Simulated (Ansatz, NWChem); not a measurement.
# A small benchmark: dipole moment

6 molecules of light elements (H to F); the dipole moment in D, computed less measured. Shapes, held fixed at every level: PBE0-D4/def2-TZVP. No vibrational averaging. Dipoles are compared by magnitude; molecules under 1 D, whose direction can flip, are left out. Programs: Ansatz 0.2.0, NWChem 7.3.0. Measured values: NIST CCCBDB.

Levels: A = HF/def2-SVP; B = PBE-D4/def2-TZVPP; C = wB97M-V/def2-TZVPP.

```csv
molecule,measured,A,B,C
NH3 (ammonia),1.47,+0.30,+0.10,+0.14
CH3N (methanimine),2.00,+0.20,-0.11,+0.01
C2H3F (SMILES C=CF),1.43,+0.23,-0.23,-0.09
C2H5N (SMILES C=NC),1.53,+0.21,-0.17,-0.02
C3H4O (SMILES O=C1CC1),2.67,+0.51,+0.10,+0.27
C3H6O (propylene oxide),2.01,+0.37,-0.25,-0.08
```

Problem. Sum up the errors.

Solution. 
```tsv
level	kind	mean error	mean absolute error	worst case
HF/def2-SVP	Hartree–Fock	+0.303	0.303	C3H4O
PBE-D4/def2-TZVPP	GGA	-0.093	0.160	C3H6O
wB97M-V/def2-TZVPP	range-separated hybrid	+0.038	0.102	C3H4O
```

On this set wB97M-V/def2-TZVPP has the smallest mean absolute error and HF/def2-SVP the largest. HF/def2-SVP is too high in 6 of 6. The levels differ in basis as well as in method. The set is small.
